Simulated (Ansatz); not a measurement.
Input file:

```yaml
crystal:
  periodic: [false, false, false]
  atoms:
    - {symbol: Ge, position_ang: [0.064568, -0.294654, 2.726900]}
    - {symbol: Si, position_ang: [-0.100301, -0.260929, 0.444043]}
    - {symbol: P, position_ang: [-0.023687, -0.410780, -1.639191]}
    - {symbol: H, position_ang: [0.059420, 0.966363, -1.531752]}
basis:
  gaussian: {orbitals: cc-pVDZ}
magnetization: {spin_polarized: false, initial_magnetization: 2}
correlation: {method: ccsd_t, electrons: outside_noble_gas}
scf: {omitted_lower_state_checks: [cluster_reference]}
```

```sh
$ ansatz run in.yaml --threads 1 --pin off --events-out ev --progress --plain --max-ram 2393MiB
```

The program prints:

```
these checks for a lower state are left out or cut short: cluster_reference
751 factors; integrals over basis functions are off by at most 1.2e-3 eV
mean field evaluation 1: about -73619.3852 eV, gradient 1.3e1 eV
mean field evaluation 2: about -73619.3917 eV, gradient 1.3e1 eV
mean field evaluation 4: about -73620.6175 eV, gradient 2.6e0 eV
mean field evaluation 8: about -73620.7108 eV, gradient 1.6e-1 eV
mean field evaluation 16: about -73618.9073 eV, gradient 1.4e1 eV
mean field evaluation 32: about -73620.5331 eV, gradient 1.5e0 eV
mean field -73620.71219333 eV, -2705.5112711937 hartree, gradient 1.7e-6 eV, S^2 2.000000; 3 other end points of the search recorded, 0 dependent functions left out
24 core orbitals not correlated: weight in the atoms' cores, before any rotation towards them, 1.000 or more for the frozen orbitals, at most 0.000 for the correlated occupied ones
reference -73620.71219333 eV, -2705.5112711937 hartree; 8, 6 occupied and 36, 38 virtual orbitals, 751 factors
second order -7.05530495 eV of doubles, -0.05761308 eV of singles
cycle   1  -7.73378915 eV  change   -6.2e-1 eV  update   1.1e-1
cycle   2  -8.04582468 eV  change   -3.1e-1 eV  update   3.9e-2
cycle   3  -8.13292431 eV  change   -8.7e-2 eV  update   2.6e-2
cycle   4  -8.13662172 eV  change   -3.7e-3 eV  update   1.3e-2
cycle   5  -8.13839220 eV  change   -1.8e-3 eV  update   8.2e-3
cycle   6  -8.14144685 eV  change   -3.1e-3 eV  update   4.3e-3
cycle   7  -8.14266160 eV  change   -1.2e-3 eV  update   1.8e-3
cycle   8  -8.14345890 eV  change   -8.0e-4 eV  update   7.0e-4
cycle   9  -8.14350634 eV  change   -4.7e-5 eV  update   3.0e-4
cycle  10  -8.14337326 eV  change    1.3e-4 eV  update   1.5e-4
cycle  11  -8.14341760 eV  change   -4.4e-5 eV  update   7.0e-5
cycle  12  -8.14342116 eV  change   -3.6e-6 eV  update   3.5e-5
cycle  13  -8.14343393 eV  change   -1.3e-5 eV  update   1.8e-5
cycle  14  -8.14343176 eV  change    2.2e-6 eV  update   1.0e-5
perturbative correction -0.43878201 eV, -0.0161249414 hartree
Total energy: -73629.29440710 eV, -2705.8266617326 hartree
Checks for a lower state left out: cluster_reference
```

Ran on 1 thread of Intel Xeon, shared host: 16 s wall, 0.18 GiB peak host memory.
